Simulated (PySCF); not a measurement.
Structure from NMR data

Molecular formula: C5H9N. Simulated spectra:

¹H NMR (600 MHz, computed): δ 5.90 (m, 1H), 5.81 (m, 1H), 2.68 (s, 3H), 2.56 (m, 1H), 1.17 (m, 1H), 1.04 (m, 1H), 0.76 (br s, 1H).

¹³C{¹H} NMR (computed): δ 144.7, 110.4, 38.6, 38.5, 15.0.

Computed data (PySCF): geometry: GFN2-xTB, NMR shieldings at PBE0/pcSseg-1/GIAO. A single conformation, gas phase, non-relativistic, averaged over atoms made equivalent by symmetry, fast rotation or ring inversion.

Referencing at the same level of theory: ¹H (σref 31.72) and ¹³C (σref 186.93) against TMS.

Question: Deduce the structure.

Answer: 
- Rings plus π bonds: 2 (1 ring in the answer).
- 5 carbon signals for 5 carbons: no two carbons are equivalent.
- Carbon types of the structure: 1 × C, 1 × CH, 2 × CH2, 1 × CH3, leaving 1 H on heteroatoms.
- δC 144.7: fully substituted alkene carbon; an sp2 carbon of a C=C bond.
- δC 110.4: terminal =CH2 carbon; an sp2 carbon of a C=C bond.
- δC 38.6: methyl carbon bonded to N; pulled downfield by the heteroatom.
- δC 38.5, 15.0: three-membered-ring carbon.
- δH 5.90, 5.81: hydrogen on a terminal =CH2 carbon; olefinic region.
- δH 2.68: hydrogen on a methyl carbon bonded to N; its carbon carries N, hence the downfield position.
- δH 0.76: hydrogen on an amine nitrogen; exchangeable, gas-phase position.

These data were computed for SMILES C=C1C[C@@H]1NC.

The shifts were computed for this structure.

OH and NH positions are those of a molecule without intermolecular hydrogen bonds; in solution they move with solvent, concentration and temperature, and exchange usually removes their couplings. Shifts are as computed. Against solution values, carbons near 30 ppm lie about +3 ppm off and those near 130 ppm about +5 ppm. Of 1211 compounds with measured shifts, 218 miss one by over three times the rms of a fit or turn the order of signals round; such compounds aren't used in these exercises. Multiplicities follow the n + 1 count of equivalent neighbours, as no J values were calculated; m marks all less simple cases, F and P coupling included.
